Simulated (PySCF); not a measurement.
Molecule: `ClC(CC#[O+])Cl`, [C₃H₃Cl₂O]+.

Mapped SMILES: `[O+:1]#[C:2][CH2:3][CH:4]([Cl:5])[Cl:6]`. Hydrogens are named by the atom that carries them.

Geometry PBE0-D3(BJ)/def2-SVP throughout; GIAO in PySCF 2.14.0 with density-fitted response routines, gas phase, one conformer, non-relativistic; equivalent atoms averaged; basis pcSseg-2.

For orientation, B3LYP gives these absolute shieldings σ: O1 -50.3, C2 18.5, C4 99.8, C3 134.8, Cl5/Cl6 561.1, H(C4) 24.91, H(C3) 26.67 ppm.

A run gave: O1 -48.5, C2 21.0, C4 110.1, C3 140.0, Cl5/Cl6 602.0, H(C4) 25.10, H(C3) 26.77 ppm (absolute shieldings σ).

Q: Which functional was used in that run?
A. KT2
B. LC-wPBE
C. wB97X-D
D. OPBE
E. BHandHLYP

A: C. Cl5/Cl6 tells them apart best: wB97X-D gives 602.0, OPBE gives 584.4, LC-wPBE gives 635.1, KT2 gives 550.8, BHandHLYP gives 617.9 ppm.
